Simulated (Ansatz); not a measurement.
Structure relaxation of CdMo2

All numbers below come from DFT PBE, scalar-relativistic, plane waves, PAW (Ansatz 0.2.0).

The start puts CdMo2 on the cadmium chloride structure type (R-3m, No. 166), with Mo in place of Cl, at a guessed volume.

Input of the last, converged step (default PAW datasets):

```yaml
crystal:
  lattice:
    - [1.5232047748, 0.8794226867, 6.85764278]
    - [-1.5232047748, 0.8794226867, 6.85764278]
    - [0.0, -1.7588453735, 6.85764278]
  atoms:
    - { symbol: Cd, position: [0.0, 0.0, 0.0] }
    - { symbol: Mo, position: [0.7903700817, 0.7903700817, 0.7903700817] }
    - { symbol: Mo, position: [0.2096299183, 0.2096299183, 0.2096299183] }
basis:
  ecutwfc: 420
kpoints:
  mp_grid: { grid: [18, 18, 18] }
hamiltonian:
  xc: pbe
scf:
  occupations: { method: gaussian, width: 0.1 }
output:
  forces: true
  stress: true
  eigenvalues: true
relax:
  adjacent_minimum: "off"
  f_tol: 0.01
  max_steps: 80
  cell: { stress_tol: 0.05 }
```

Launched as:

```bash
ansatz run input.yaml --threads 1 --pin off --max-ram 2560MiB --backend cpu --events-out ev --progress --plain --runs-dir out
```

The run took 3 min on 1 thread of Arm Neoverse V2, with other jobs on the host, peak memory 0.89 GiB.

The program printed at the end:

```
SCF converged after 9 iterations
Free energy (F): -18165.304078 eV
Harris-Foulkes:  -18165.304078 eV  (|F-HF|=3.64e-12)
Internal energy: -18165.288978 eV  (E = F + TS)
E sigma→0 (E₀):  -18165.296528 eV
Entropy (-TS):   -0.015100 eV (-5.033 meV/atom)
Fermi energy:    17.406387 eV
--- Per-component energies (eV) ---
  E_band       = -535.232976
  E_kinetic    = 1387.274558
  E_local      = -4715.566080  (includes V_loc(G=0)·N_el)
  E_nonlocal   = 320.128371
  E_hartree    = 1989.276997
  E_xc         = -543.573374
  E_vxc        = -679.498481  (∫ρ·V_xc dr)
  E_paw        = -10484.742626  (= ΣΔE_a)
  E_vpaw       = -826.125425  (= ΣTr[D̂ρ^β])
  E_aug_tail   = 0.000088  (compensation charges beyond the density's cutoff)
  E_ewald      = -6118.086911
  E_smearing   = -0.015100  (= −TS)
  E_closure    =  0.000000  (closes the sum)
  Σ components = -18165.304078   (vs F -18165.304078, Δ=0.00e0)
--- Forces (eV/Å), atoms counted from 1 ---
  atom   1  Cd     0.00000000     0.00000000     0.00000000
  atom   2  Mo     0.00000000     0.00000000    -0.00136028
  atom   3  Mo     0.00000000     0.00000000     0.00136028
  max |Σ_I F_I| component: 2.17e-19 eV/Å
--- Stress (GPa, compression-positive) ---
       -0.018522       0.000000       0.000000
        0.000000      -0.018522       0.000000
        0.000000       0.000000      -0.013229
  P = ⅓ Tr σ = -0.0168 GPa (-0.168 kbar)
--- Relaxed structure (4 steps of the walk, 4 accepted, 1 SCFs on fresh bases) ---
  F+E_penalty+E_count = -18165.30407773 eV   max|allowed force component| = 1.360e-3 eV/Å   (the final SCF, on the basis selected at the relaxed cell)
  cell:  # Å, volume = 54.9136 Å³
    - [1.527960, 0.882168, 6.789927]
    - [-1.527960, 0.882168, 6.789927]
    - [0.000000, -1.764336, 6.789927]
  atoms:
    - { symbol: Cd, position: [0.000000, 0.000000, 0.000000] }
    - { symbol: Mo, position: [0.789883, 0.789883, 0.789883] }
    - { symbol: Mo, position: [0.210117, 0.210117, 0.210117] }
```

Total energies depend on the potentials used, so only differences within one code and one set of settings carry meaning.

The result has space group R-3m (No. 166). Cd has 6 Cd at 3.06 Å and 6 Mo at 3.07 Å; Mo has 3 Mo at 2.50 Å, 6 Mo at 3.06 Å and 3 Cd at 3.07 Å.

Against the elements it lies at 0.40 eV/atom. Formation energies are uncorrected and refer to the elements' standard structures at the same level.

For metals, differences of a few meV/atom aren't resolved.

Symmetry constrained the relaxation, so the result can be a saddle point.